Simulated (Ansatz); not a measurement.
Compare A (`C1=CCCC1`) with its isomer B (`C=CCC=C`).

Gas-phase electronic energies from Ansatz, PBE0-D4/def2-TZVP geometries. CCSD(T)/CBS adds triple-zeta CCSD(T) − MP2 to the extrapolated MP2 energy (def2 sets, frozen cores). DFT in def2-TZVPP. B3LYP here is the variant with VWN-RPA as its local correlation; programs differ in this. Each species was taken in one conformer, which may not be the lowest.

Problem. Which isomer does CCSD(T)/CBS put lower? Give the gap. (Best estimate.)

Solution. Computed: A, by 76.3 kJ/mol.

Problem. Give E(B) − E(A) in kJ/mol with B3LYP-D4, r2SCAN-D4, ωB97M-V, PBE0-D4, PBE-D4, LDA (SPW92), CCSD(T)/def2-TZVPP. (An estimate is asked.)

Solution. Computed: B3LYP-D4 65.5, r2SCAN-D4 81.0, ωB97M-V 80.7, PBE0-D4 92.7, PBE-D4 81.8, LDA (SPW92) 107.2, CCSD(T)/def2-TZVPP 77.2. None reverses the order clearly.

Problem. Does the order hold for the free energy at 298.15 K (harmonic terms from PBE0-D4)? (Estimate.)

Solution. Computed: Yes: G(B) − G(A) = +63.9 kJ/mol, for one conformer each.

Largest T1 diagnostic: 0.011.

From BLYP to BHLYP (50 % exact exchange), in def2-TZVPP and without D4, E(B) − E(A) moves by +23.3 kJ/mol. Leaving LDA and LC-ωPBE aside and taking each functional with its dispersion term where it has one, the values, not all of them listed here, spread over 43.4 kJ/mol, from BLYP-D4 to PBE-QIDH. LDA lies +28.1 kJ/mol from PBE without D4.
